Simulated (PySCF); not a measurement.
Coordinates in bohr (charge 0 multiplicity 1):
```
S     0.0000    0.0000    0.5738
O     0.0000    2.3729   -0.7148
O     0.0000   -2.3729   -0.7148
H     1.9624    0.0000    2.2436
H    -1.9624    0.0000    2.2436
```

Computed with PBE0 in PySCF with S def2-TZVP, O def2-TZVP, H def2-TZVP; no relativity; density-fitted integrals.

This geometry of H₂SO₂ is a stationary point at this level.

Problem. What is the point group?

Solution. C2v.

Problem. Is it a minimum?

Solution. Yes: all harmonic wavenumbers are real.

Problem. List the harmonic modes with their infrared intensities.

Solution. 
```tsv
symmetry	ω (cm⁻¹)	IR (km/mol)
a1	503	30.6
b1	896	30.0
a2	1011	0.0
a1	1193	67.8
b2	1197	8.3
a1	1319	33.7
b2	1439	268
b1	2509	77.5
a1	2523	54.1
```

Problem. Give the atomic charges and bond orders.

Solution. 
```
atom  Mulliken  Löwdin  polar tensor  Mayer order to S1
  S1      0.60    0.55          1.70                  –
O2,3     -0.41   -0.30         -0.74               1.93
H4,5      0.11    0.03         -0.11               0.84
```

Problem. Give the ideal-gas entropy at 298.15 K and 1 bar by parts.

Solution. translation 161.1, rotation 86.8, vibration 4.2, spin 0.0; total 252.1 J/(mol K).

In C2v the vibrations span 4a1 + 2b1 + a2 + 2b2. The a2 mode carries no infrared intensity, as symmetry demands.

Other isomers or separated fragments may lie lower.
